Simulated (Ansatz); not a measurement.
System (SMILES): [CH](Cl)Cl, doublet.
Atoms: C1, Cl2, Cl3, H4. Bonds: C1-Cl2, C1-Cl3, C1-H4.

Basis-set convergence of the lowest harmonic wavenumber at HF with Ansatz (a first-principles code). Each level at its own minimum, finite differences of forces, unscaled; the reference is a large set that could be run, not a limit. Cartesian d functions, on some or all atoms, in 6-31G*, 6-31G**, 6-31+G*; all else is spherical. The program fits the integrals of some runs and decomposes those of others, by size. Open shells are unrestricted. No added dispersion term, no relativity. Reference: the value in aug-pcseg-2, 316 cm⁻¹, itself unsure by roughly 2 cm⁻¹ (its distance from def2-TZVPPD). Deviations are taken from unrounded values.

```csv
basis,functions,lowest harmonic wavenumber (cm⁻¹),minus reference (cm⁻¹)
STO-3G,24,304,-12
3-21G,37,281,-35
def2-SV(P),52,317,0
6-31G*,55,323,6
6-31G**,58,323,7
cc-pV(D+d)Z,65,320,3
6-31+G*,67,322,6
def2-SVPD,82,317,1
aug-pcseg-1,86,320,3
aug-cc-pV(D+d)Z,96,318,2
"6-311++G(2d,2p)",107,317,0
def2-TZVP,111,318,1
pcseg-2,112,318,1
cc-pV(T+d)Z,122,318,1
def2-TZVPP,129,318,1
def2-TZVPD,138,318,2
"6-311++G(3df,3pd)",151,321,5
aug-pcseg-2,169,316,0
```
